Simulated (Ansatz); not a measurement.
# C₄H₇ radical: energies up the ladder

The task, for C₄H₇ radical: energies up the ladder. Spin multiplicity 2.

Program: Ansatz 0.2.0. Level of theory: the levels named in each step. These are calculated values, not measurements.

## 1. Starting point

Bond lengths: C1–C2 1.481 Å, C2–C3 1.542 Å, C1–C4 1.482 Å, C3–C4 1.541 Å, C1–H5 1.071 Å, C2–H6 1.096 Å, C2–H7 1.096 Å, C3–H8 1.087 Å, C3–H9 1.087 Å, C4–H10 1.096 Å, C4–H11 1.096 Å. Angles (14 of 21 angles, heavy atoms first): C1–C2–C3 88.2°, C2–C1–C4 94.2°, C2–C3–C4 89.5°, C1–C4–C3 88.2°, C1–C2–H6 115.6°, C1–C2–H7 115.7°, C3–C2–H6 115.0°, C3–C2–H7 114.9°, C2–C1–H5 132.9°, C4–C1–H5 132.9°, C2–C3–H8 114.3°, C2–C3–H9 114.3°, C4–C3–H8 114.4°, C4–C3–H9 114.4°.

As a file:

```xyz
11

C     0.1667    0.7039   -0.7639
C     1.0368    0.1382    0.2922
C    -0.1668   -0.7032    0.7640
C    -1.0231   -0.0799   -0.3555
H     0.3374    1.4172   -1.5439
H     1.8967   -0.4409   -0.0624
H     1.4163    0.8546    1.0294
H    -0.5070   -0.4723    1.7707
H    -0.0239   -1.7775    0.6748
H    -1.8810    0.5075   -0.0100
H    -1.4004   -0.7880   -1.1017
```

## 2. A rough first relaxation, PBE-D4/def2-SVP

input.yaml reads:

```yaml
crystal:
  periodic: [false, false, false]
  atoms:
    - { symbol: C, position_ang: [0.16672, 0.70388, -0.76391] }
    - { symbol: C, position_ang: [1.03681, 0.13818, 0.29222] }
    - { symbol: C, position_ang: [-0.1668, -0.70323, 0.76397] }
    - { symbol: C, position_ang: [-1.02306, -0.07991, -0.35555] }
    - { symbol: H, position_ang: [0.33739, 1.41725, -1.54391] }
    - { symbol: H, position_ang: [1.89674, -0.44091, -0.06243] }
    - { symbol: H, position_ang: [1.41633, 0.8546, 1.02937] }
    - { symbol: H, position_ang: [-0.50696, -0.47226, 1.77071] }
    - { symbol: H, position_ang: [-0.02389, -1.77749, 0.67482] }
    - { symbol: H, position_ang: [-1.88103, 0.50751, -0.00997] }
    - { symbol: H, position_ang: [-1.40045, -0.78798, -1.10171] }
magnetization:
  spin_polarized: true
  initial_magnetization: 1
basis:
  gaussian: { orbitals: def2-SVP }
hamiltonian:
  xc: pbe
  dispersion: d4
relax:
  f_tol: 0.03
  max_steps: 200
```

Run with:

```console
$ ansatz run input.yaml --threads 4 --pin off --max-ram 10240MiB --backend cpu --events-out ev --progress --plain --runs-dir out
```

The runs that follow: Relaxation, PBE0-D4/def2-TZVPP; Frequencies, PBE0-D4/def2-TZVPP; Single point, PBE-D4/def2-TZVPP; Single point, r2SCAN-D4/def2-TZVPP; Single point, B3LYP-D4/def2-TZVPP; Single point, wB97M-V/def2-TZVPP; Single point, B2PLYP/def2-TZVPP; Single point, LDA/def2-TZVPP; Single point, PBE0-D4/def2-SVP; Single point, PBE-D4/def2-SVP; Single point, CCSD(T)/def2-TZVPP; Single point, MP2/def2-QZVPP; The cation of multiplicity 1 at the same geometry, PBE0-D4/def2-TZVPP; The cation of multiplicity 1 at the same geometry, PBE-D4/def2-TZVPP; The cation of multiplicity 1 at the same geometry, r2SCAN-D4/def2-TZVPP; The cation of multiplicity 1 at the same geometry, B3LYP-D4/def2-TZVPP; The cation of multiplicity 1 at the same geometry, wB97M-V/def2-TZVPP; The cation of multiplicity 1 at the same geometry, B2PLYP/def2-TZVPP; The cation of multiplicity 1 at the same geometry, CCSD(T)/def2-TZVPP; The cation of multiplicity 1 at the same geometry, MP2/def2-QZVPP.

Q: Predict the outcome of this session. Wanted: C1–C2 at PBE0-D4/def2-TZVPP; C1–C4 at PBE0-D4/def2-TZVPP; C2–C3 at PBE0-D4/def2-TZVPP; frequencies at PBE0-D4/def2-TZVPP; vertical ionisation energy, CCSD(T)/CBS.

The runs gave:

| quantity | value |
| --- | --- |
| C1–C2 at PBE0-D4/def2-TZVPP | 1.493 Å |
| C1–C4 at PBE0-D4/def2-TZVPP | 1.493 Å |
| C2–C3 at PBE0-D4/def2-TZVPP | 1.552 Å |
| frequencies at PBE0-D4/def2-TZVPP | 59 to 3209 cm⁻¹ |
| vertical ionisation energy, CCSD(T)/CBS | 7.748 eV |

In words: No mode is imaginary, so the geometry is a minimum. For the vertical ionisation energy, MP2/def2-QZVPP comes nearest to CCSD(T)/CBS (+0.01 eV) and wB97M-V/def2-TZVPP is farthest (-0.20 eV).
